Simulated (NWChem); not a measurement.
# SiF4; SMILES F[Si](F)(F)F

Results from NWChem. Pople sets run with spherical d functions. Coordinates come from a B3LYP/6-31G* (spherical d) optimisation. Total energies compare along this basis series because the functional is fixed.

```json
[
 {"level": "PBE0/STO-3G", "basis functions": "29", "energy (Ha)": "-679.3425", "highest occupied level (eV)": "-5.92", "orbital gap (eV)": "12.33"},
 {"level": "PBE0/3-21G", "basis functions": "49", "energy (Ha)": "-684.8714", "highest occupied level (eV)": "-11.94", "orbital gap (eV)": "12.37"},
 {"level": "PBE0/6-31G*", "basis functions": "74", "energy (Ha)": "-688.5898", "highest occupied level (eV)": "-12.32", "orbital gap (eV)": "12.90"},
 {"level": "PBE0/6-31+G*", "basis functions": "94", "energy (Ha)": "-688.6200", "highest occupied level (eV)": "-12.88", "orbital gap (eV)": "12.28"},
 {"level": "PBE0/6-311G**", "basis functions": "98", "energy (Ha)": "-688.7313", "highest occupied level (eV)": "-12.70", "orbital gap (eV)": "13.09"},
 {"level": "PBE0/6-311++G**", "basis functions": "118", "energy (Ha)": "-688.7451", "highest occupied level (eV)": "-12.96", "orbital gap (eV)": "12.27"},
 {"level": "PBE0/def2-TZVPD", "basis functions": "203", "energy (Ha)": "-688.8377", "highest occupied level (eV)": "-12.82", "orbital gap (eV)": "12.28"}
]
```
